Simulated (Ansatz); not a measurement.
**C₃H₄ (singlet): from Hartree-Fock to the top rungs, STO-3G**

An exercise on one series of results from a longer session: the logs are not shown, and one member is left open.

The runs use Ansatz 0.2.0, Gaussian basis; STO-3G, core rule «outside noble gas», up to 3 orbitals frozen.

The runs, in order: UHF; CCSD(T) on RHF; CCSD(T) on UHF; BCCD(T) on RHF; CISD; CCSDT(Q) on RHF; CCSDT(Q) on UHF; CISDTQ; CCSDTQ on RHF; CCSDTQ on UHF; CASSCF and MRCISD+Q, 8 electrons in 8 orbitals; CASSCF and NEVPT2, 8 electrons in 8 orbitals; Full CI.

16 further runs of the same task are left out: 2 that didn't finish, 14 set aside as unsound or not needed.

## What is computed

The geometry is an MP2(full)/6-31G* stationary point (not a proven minimum).

7 atoms, charge 0, spin multiplicity 1.

Atoms are counted from 1 here; the program's logs count them from 0.

Bond lengths: C1–C2 1.218 Å, C1–C3 1.461 Å, C2–H4 1.066 Å, C3–H5 1.093 Å, C3–H6 1.093 Å, C3–H7 1.093 Å. Angles: C2–C1–C3 180.0°, C1–C2–H4 180.0°, C1–C3–H5 110.9°, C1–C3–H6 110.9°, C1–C3–H7 110.9°, H5–C3–H6 108.0°, H5–C3–H7 108.0°, H6–C3–H7 108.0°.

As a file:

```xyz
7
C3H4
C     0.0000    0.0000    0.1552
C     0.0000    0.0000    1.3734
C     0.0000    0.0000   -1.3062
H     0.0000    0.0000    2.4391
H     0.0000    1.0211   -1.6959
H     0.8843   -0.5106   -1.6959
H    -0.8843   -0.5106   -1.6959
```

Set-up of the first run:

The input, in.yaml:

```yaml
crystal:
  periodic: [false, false, false]
  atoms:
    - {symbol: C, position_ang: [0.000000, 0.000000, 0.155173]}
    - {symbol: C, position_ang: [0.000000, 0.000000, 1.373356]}
    - {symbol: C, position_ang: [0.000000, 0.000000, -1.306250]}
    - {symbol: H, position_ang: [0.000000, 0.000000, 2.439113]}
    - {symbol: H, position_ang: [0.000000, 1.021145, -1.695941]}
    - {symbol: H, position_ang: [0.884337, -0.510572, -1.695941]}
    - {symbol: H, position_ang: [-0.884337, -0.510572, -1.695941]}
basis:
  gaussian: {orbitals: STO-3G}
magnetization: {spin_polarized: true, initial_magnetization: 0}
hamiltonian: {xc: hf}
output: {orbitals: {seedname: orbitals}}
```

The run is started by

```
$ ansatz run in.yaml --threads 1 --pin off --events-out ev --progress --plain --max-ram 4160MiB --backend cpu
```

Steps of the session up to this table: UHF; CCSD(T) on RHF; CCSD(T) on UHF; BCCD(T) on RHF; CISD; CCSDT(Q) on RHF; CCSDT(Q) on UHF; CISDTQ; CCSDTQ on RHF; CCSDTQ on UHF; CASSCF and MRCISD+Q, 8 electrons in 8 orbitals; CASSCF and NEVPT2, 8 electrons in 8 orbitals; Full CI.

One of the session's tables, all rows but one given; the rest of the session is left out.

It belongs to the step «Misses and costs». 

```
           method  from FCI (meV)
              RHF         +6505.0
              UHF         +6485.4
             RMP2          +996.4
             CISD          +739.2
            RCCSD           +95.0
         RCCSD(T)               ?
          BCCD(T)           +58.3
           RCCSDT           +52.8
           CISDTQ           +47.3
        RCCSDT(Q)            +3.0
          RCCSDTQ            +1.3
  CASSCF frontier         +2650.8
  NEVPT2 frontier          +822.2
  MRCISD frontier          +118.6
MRCISD+Q frontier            -8.4
              FCI               0
```

Estimate the missing values for RCCSD(T).

The run gave: from FCI (meV): +58.2. In the column «from FCI (meV)» it lies between RCCSDT (+52.8) and BCCD(T) (+58.3).

To keep in mind: MRCISD+Q frontier falls below full CI: the +Q correction isn't variational, and the cores differ from full CI's.
